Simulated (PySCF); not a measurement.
Species: oxalyl dichloride, C2Cl2O2.
Atom-mapped SMILES: `[O:1]=[C:2]([Cl:3])[C:4](=[O:5])[Cl:6]`

Structure used (PBE0-D3(BJ)/def2-SVP), in Å, numbered top down from 1:
```
atom  x, y, z in Å
O1    -0.9499    1.3720   -0.4970
C2    -0.7126    0.2731   -0.1379
Cl3   -1.9243   -0.9467    0.1593
C4     0.7132   -0.2723    0.1308
O5     0.9513   -1.3707    0.4909
Cl6    1.9254    0.9467   -0.1677
```

Jobs on this species (6 atoms, 62 electrons) with PySCF (density fitting). Hardware of each: Arm Neoverse V2, one thread, shared host. The host was shared with other jobs, so the times are rough. Peak memory is the resident size of the whole Python process, interpreter and libraries included.

```csv
level and settings,work,basis functions,SCF cycles,wall time,peak memory
PBE0/def2-SVP,"shieldings, charges and field gradients",92,?,?,?
"PBE0-D3(BJ)/def2-SVP, grid level 1",geometry optimisation from a GFN2-xTB start,92,?,?,?
"PBE0/6-311+G(2d,p)","shieldings, charges and field gradients",178,14,15 s,0.93 GiB
PBE0/STO-3G,"shieldings, charges and field gradients",38,13,2.2 s,0.39 GiB
PBE0/6-31G*,"shieldings, charges and field gradients",92,13,6.2 s,0.46 GiB
PBE0/6-31G,"shieldings, charges and field gradients",62,13,4.2 s,0.39 GiB
PBE0/def2-TZVP,"shieldings, charges and field gradients",198,14,18 s,1.1 GiB
```

Q: Fill in the missing figures.

A: 
- PBE0/def2-SVP; shieldings, charges and field gradients: 5.6 s, 0.49 GiB, 13 SCF cycles
- PBE0-D3(BJ)/def2-SVP, grid level 1; geometry optimisation from a GFN2-xTB start: 21 s, 0.38 GiB, 48 SCF cycles

Q: What do all jobs in the table cost together?

A: About 72 s; the longest takes about 29 % of that, and about 9.5 times as long as the shortest.
